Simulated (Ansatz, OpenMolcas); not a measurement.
**SiO2 (SMILES O=[Si]=O): the energy, rung by rung**

SiO2 has 3 atoms, charge 0, and is taken as a singlet. SMILES: `O=[Si]=O`. The shape is that of a GFN2-xTB optimisation.

```xyz
3

O     0.6912    1.2173    0.5137
Si   -0.0007    0.0004   -0.0002
O    -0.6905   -1.2177   -0.5136
```

Each level gives the energy change with the O1–Si2 bond stretched from 1.491 to 1.864 Å (eV). The values are calculated.

| level | kind | program | value (eV) | less FCI/STO-3G |
| --- | --- | --- | --- | --- |
| revPBE/STO-3G (restricted) | GGA | Ansatz | 0.74 | 0.00 |
| CAM-B3LYP/STO-3G (restricted) | range-separated hybrid | Ansatz | 1.11 | +0.37 |
| B2PLYP/STO-3G (restricted) | double hybrid | Ansatz | 1.12 | +0.38 |
| ACPF/STO-3G (restricted) | coupled cluster or CI | OpenMolcas | -0.06 | -0.80 |
| CCSD(T)/STO-3G (restricted) | coupled cluster or CI | Ansatz | 0.91 | +0.17 |
| CCSD/STO-3G (restricted) | coupled cluster or CI | Ansatz | 0.68 | -0.06 |
| CCSDTQ/STO-3G (restricted) | coupled cluster or CI | Ansatz | 0.74 | 0.00 |
| CISD/STO-3G (restricted) | coupled cluster or CI | OpenMolcas | 0.80 | +0.06 |
| FCI/STO-3G | exact in the basis | OpenMolcas | 0.74 | 0.00 |

FCI/STO-3G is exact within its basis and frozen core, so for wave-function methods in that basis the difference is their error; functionals converge differently with the basis, so for them it is only a difference. The first shape isn't each level's own minimum. The values span -0.06 to 1.12 eV. All rows use very small basis sets, so even the best lies far from the true value.
